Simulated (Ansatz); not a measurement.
**AlSiNH₆: small, medium and large basis sets**

Aim: see how fast density functionals converge with the basis set for AlSiNH₆.

Program: Ansatz 0.2.0, Gaussian basis. Level of theory: one geometry, several basis sets. These are calculated values, not measurements.

The runs, in order: PBE0-D4/def2-SVP; ωB97M-V/def2-SVP; PBE0-D4/def2-QZVPP; ωB97M-V/def2-QZVPP; the functionals' def2-TZVPP values are taken from earlier runs.

## Step 1: Structure used throughout

An earlier PBE0-D4 in a triple-zeta def2 set relaxation fixed the geometry.

SMILES `[AlH2][NH][SiH3]`, 9 atoms, charge 0, spin multiplicity 1.

Atoms are counted from 1 here; the program's logs count them from 0.

Bond lengths: Al1–N2 1.782 Å, Al1–H4 1.580 Å, Al1–H5 1.583 Å, N2–Si3 1.727 Å, N2–H6 1.012 Å, Si3–H7 1.490 Å, Si3–H8 1.485 Å, Si3–H9 1.490 Å. Angles: N2–Al1–H4 118.1°, N2–Al1–H5 117.4°, H4–Al1–H5 124.5°, Al1–N2–Si3 129.3°, Al1–N2–H6 116.1°, Si3–N2–H6 114.6°, N2–Si3–H7 112.2°, N2–Si3–H8 107.4°, N2–Si3–H9 112.2°, H7–Si3–H8 109.0°, H7–Si3–H9 107.1°, H8–Si3–H9 109.0°.

## Step 2: PBE0-D4 in def2-SVP

in.yaml reads:

```yaml
crystal:
  periodic: [false, false, false]
  atoms:
    - {symbol: Al, position_ang: [-0.744372, 0.879581, -1.351800]}
    - {symbol: N, position_ang: [0.325698, 0.550730, 0.035093]}
    - {symbol: Si, position_ang: [0.459878, -0.875611, 0.999152]}
    - {symbol: H, position_ang: [-1.736215, -0.261164, -1.812224]}
    - {symbol: H, position_ang: [-0.632430, 2.302094, -2.037777]}
    - {symbol: H, position_ang: [0.949074, 1.301396, 0.305183]}
    - {symbol: H, position_ang: [1.826873, -1.465949, 0.942145]}
    - {symbol: H, position_ang: [-0.515352, -1.862525, 0.468837]}
    - {symbol: H, position_ang: [0.155248, -0.614854, 2.434291]}
basis:
  gaussian: {orbitals: def2-SVP}
hamiltonian: {xc: pbe0, dispersion: d4}
output: {orbitals: {seedname: orbitals}}
```

On the command line:

```bash
$ ansatz run in.yaml --threads 2 --pin off --events-out ev --progress --plain --max-ram 4352MiB
```

The runs that follow: ωB97M-V in def2-SVP; PBE0-D4 in def2-QZVPP; ωB97M-V in def2-QZVPP.

Q: Predict the results of all the runs planned. Wanted: PBE0-D4: double and triple zeta above quadruple; ωB97M-V: double and triple zeta above quadruple.

As calculated:

| quantity | value |
| --- | --- |
| PBE0-D4: double and triple zeta above quadruple | 7.61, 0.59 eV |
| ωB97M-V: double and triple zeta above quadruple | 7.69, 0.55 eV |

**Reading.** PBE0-D4 gains 7.02 eV from double to triple zeta, then 0.59 eV more. Total energies overstate the basis error of differences, where much of it tends to cancel. The LUMO of ωB97M-V is positive and keeps falling with the basis (0.87 to 0.34 eV): an unbound level that the basis holds in place.
